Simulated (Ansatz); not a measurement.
## Europium, bcc: convergence with the plane-wave cutoff

Computed with Ansatz, LDA, scalar-relativistic PAW, on the relaxed cell (a = 4.109 Å; ferromagnetic, net 7.16 μB per atom). Errors count from a run at 420 eV on a Γ-centred 14×14×14 mesh with Fermi-Dirac smearing of 0.05 eV, extrapolated to zero width. Fixed here: mesh 11×11×11, Fermi-Dirac width 0.05 eV. The pressure holds a Pulay correction and is unreliable far below the recommended cutoff.

```json
{"cutoff (eV)": "150", "E(σ→0) error (meV/atom)": "66618.5", "P (GPa)": "-149.25", "sphere moment (μB)": "0.00", "SCF iterations": "29"}
{"cutoff (eV)": "200", "E(σ→0) error (meV/atom)": "10760.9", "P (GPa)": "4.52", "sphere moment (μB)": "7.04", "SCF iterations": "16"}
{"cutoff (eV)": "250", "E(σ→0) error (meV/atom)": "1450.1", "P (GPa)": "1.29", "sphere moment (μB)": "6.96", "SCF iterations": "18"}
{"cutoff (eV)": "300", "E(σ→0) error (meV/atom)": "114.5", "P (GPa)": "0.24", "sphere moment (μB)": "6.92", "SCF iterations": "16"}
{"cutoff (eV)": "350", "E(σ→0) error (meV/atom)": "6.3", "P (GPa)": "-0.05", "sphere moment (μB)": "6.92", "SCF iterations": "21"}
{"cutoff (eV)": "420", "E(σ→0) error (meV/atom)": "1.2", "P (GPa)": "-0.05", "sphere moment (μB)": "6.92", "SCF iterations": "20"}
{"cutoff (eV)": "500", "E(σ→0) error (meV/atom)": "-2.8", "P (GPa)": "-0.04", "sphere moment (μB)": "6.92", "SCF iterations": "20"}
{"cutoff (eV)": "800", "E(σ→0) error (meV/atom)": "-4.0", "P (GPa)": "-0.03", "sphere moment (μB)": "6.92", "SCF iterations": "20"}
```

Question: What does the run at 600 give (cutoff)?

Answer: E(σ→0) error (meV/atom): -3.5; P (GPa): -0.03; sphere moment (μB): 6.92; SCF iterations: 20.

Within 5 meV/atom of the last row: from 500 eV on.
